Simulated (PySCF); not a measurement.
# SiF⁻ (triplet) with other numerical set-ups

The method stays; parts of the set-up, such as the basis or the Hamiltonian, are changed.

Method: each script names its method and basis; program: PySCF 2.14.0.

## (1) Starting geometry

SiF⁻ (triplet): 2 atoms, charge -1, spin multiplicity 3.

Bond lengths: Si1–F2 1.647 Å.

## (2) The base run

input.py

```python
from pyscf import gto, scf, mp

mol = gto.M(
    atom='Si 0 0 0; F 0 0 1.647',
    basis='sbkjc',
    ecp={'Si': 'sbkjc', 'F': 'sbkjc'},
    charge=-1,
    spin=2,
    verbose=4,
)
mf = scf.UHF(mol)
mf.kernel()
mp.MP2(mf).kernel()
mf.dip_moment()
print('orbital energies (hartree):', [e[max(0, n-3):n+3].round(4) for e, n in zip(mf.mo_energy, mol.nelec)])
```

The run is started by

```
$ OMP_NUM_THREADS=1 python input.py
```

Its log is not repeated here.

Base result: E(SCF) = -27.577550 Eh, 11 cycles, E(MP2) − E(SCF) = -0.12229 Eh, ⟨S²⟩ = 2.017.

The bond length is a typed value, not an optimised one. The dipole of an ion depends on the origin. The triplet is typed in the script; nothing here shows that it is the ground state.

## (3) Core potential off

Variant 1 changes core potential: on → off. The core potential changes with it: totals don't compare.

input.py

```python
from pyscf import gto, scf, mp

mol = gto.M(
    atom='Si 0 0 0; F 0 0 1.647',
    basis='sbkjc',
    charge=-1,
    spin=2,
    verbose=4,
)
mf = scf.UHF(mol)
mf.kernel()
mp.MP2(mf).kernel()
mf.dip_moment()
print('orbital energies (hartree):', [e[max(0, n-3):n+3].round(4) for e, n in zip(mf.mo_energy, mol.nelec)])
```

The run is started by

```
$ OMP_NUM_THREADS=1 python input.py
```

## (4) 3-21g (core potential off)

Variant 2 changes basis set: sbkjc → 3-21g; core potential: on → off. The core potential changes with it: totals don't compare.

Changes to input.py since step 2:

```diff
@@ -4,4 +4,3 @@
     atom='Si 0 0 0; F 0 0 1.647',
-    basis='sbkjc',
-    ecp={'Si': 'sbkjc', 'F': 'sbkjc'},
+    basis='3-21g',
     charge=-1,
```

## (5) Density fitting cc-pvdz-jkfit

Variant 3 changes density fitting: none → cc-pvdz-jkfit.

Changes to input.py since step 2:

```diff
@@ -11,2 +11,3 @@
 mf = scf.UHF(mol)
+mf = mf.density_fit(auxbasis='cc-pvdz-jkfit')
 mf.kernel()
```

## (6) Cc-pvdz-dk (core potential off, X2C on)

Variant 4 changes basis set: sbkjc → cc-pvdz-dk; core potential: on → off; spin-free X2C: off → on. The core potential changes with it: totals don't compare.

Changes to input.py since step 2:

```diff
@@ -4,4 +4,3 @@
     atom='Si 0 0 0; F 0 0 1.647',
-    basis='sbkjc',
-    ecp={'Si': 'sbkjc', 'F': 'sbkjc'},
+    basis='cc-pvdz-dk',
     charge=-1,
@@ -11,2 +10,3 @@
 mf = scf.UHF(mol)
+mf = mf.sfx2c1e()
 mf.kernel()
```

## (7) 6-31g (core potential off)

Variant 5 changes basis set: sbkjc → 6-31g; core potential: on → off. The core potential changes with it: totals don't compare.

Changes to input.py since step 2:

```diff
@@ -4,4 +4,3 @@
     atom='Si 0 0 0; F 0 0 1.647',
-    basis='sbkjc',
-    ecp={'Si': 'sbkjc', 'F': 'sbkjc'},
+    basis='6-31g',
     charge=-1,
```

What does the calculation give? Wanted: for each run, E(SCF); from base; gap, α spin; after the SCF.

The runs gave:

| run | E(SCF) (hartree) | from base (eV) | cycles | gap, α spin (eV) | functions | after the SCF |
| --- | --- | --- | --- | --- | --- | --- |
| base | -27.577550 | 0 | 11 | 9.33 | 16 | MP2 correlation -3.328 eV |
| core potential off (poor choice) | -97.538856 | not comparable | 10 | 11.98 | 16 | MP2 correlation -0.374 eV |
| 3-21g (core potential off) | -386.301860 | not comparable | 10 | 11.03 | 22 | MP2 correlation -3.978 eV |
| density fitting cc-pvdz-jkfit | -27.577425 | +0.0034 | 11 | 9.33 | 16 | MP2 correlation -3.328 eV |
| cc-pvdz-dk (core potential off, X2C on) | -389.047775 | not comparable | 11 | 10.58 | 32 | MP2 correlation -6.984 eV |
| 6-31g (core potential off) | -388.306166 | not comparable | 10 | 10.14 | 22 | MP2 correlation -4.120 eV |

Rows marked «poor choice» come from settings spoiled on purpose.
